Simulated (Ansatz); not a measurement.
in.yaml

```yaml
crystal:
  periodic: [false, false, false]
  atoms:
    - {symbol: B, position_ang: [0.104364, -0.917981, 1.948468]}
    - {symbol: Si, position_ang: [-0.060510, 0.574549, 0.752398]}
    - {symbol: Cl, position_ang: [0.016111, -0.175223, -1.190206]}
basis:
  gaussian: {orbitals: cc-pVDZ}
magnetization: {spin_polarized: true, initial_magnetization: 0}
hamiltonian: {xc: {name: B97M-V}}
```

```sh
$ ansatz run in.yaml --threads 1 --pin off --events-out ev --progress --plain --max-ram 2393MiB
```

Log:

```
  # Of w^i u^j: cxij and so on, Table III.
  gx(w, u) = cx00 + cx01*u + cx02*u^2 + (cx10 + cx11*u)*w
  gss(w, u) = css00 + css02*u^2 + css10*w + (css32*w^3 + css42*w^4)*u^2
  gos(w, u) = cos00 + cos01*u + cos03*u^3 + cos10*w + cos32*w^3*u^2
      + integral(e_c_pw_mod_opposite_spin*gos(b97_w_opposite, b97_u_opposite)) + vv10(b, c)
512 factors; integrals over basis functions are off by at most 8.5e-4 eV
mean field evaluation 1: about -21066.3741 eV, gradient 9.2e0 eV
mean field evaluation 2: about -21062.9125 eV, gradient 2.0e1 eV
mean field evaluation 4: about -21067.0546 eV, gradient 2.1e0 eV
mean field evaluation 8: about -21066.2586 eV, gradient 5.1e0 eV
mean field evaluation 16: about -21067.3114 eV, gradient 1.0e0 eV
mean field evaluation 32: about -21067.5662 eV, gradient 4.5e-5 eV
mean field evaluation 64: about -21066.3741 eV, gradient 9.2e0 eV
mean field evaluation 96: about -21067.4690 eV, gradient 2.1e0 eV
mean field evaluation 128: about -21067.5423 eV, gradient 6.7e-1 eV
mean field evaluation 160: about -21067.5640 eV, gradient 9.4e-2 eV
mean field -21067.56623197 eV, -774.2187789156 hartree, gradient 4.6e-6 eV, S^2 1.016688; 13 other end points of the search recorded, 0 dependent functions left out
reference -21067.56627124 eV, -774.2187803587 hartree; 18, 18 occupied and 32, 32 virtual orbitals, 512 factors
Total energy: -21067.56627124 eV, -774.2187803587 hartree
```

Ran on 1 thread of Intel Xeon, shared host: 93 s wall, 0.2 GiB peak host memory.
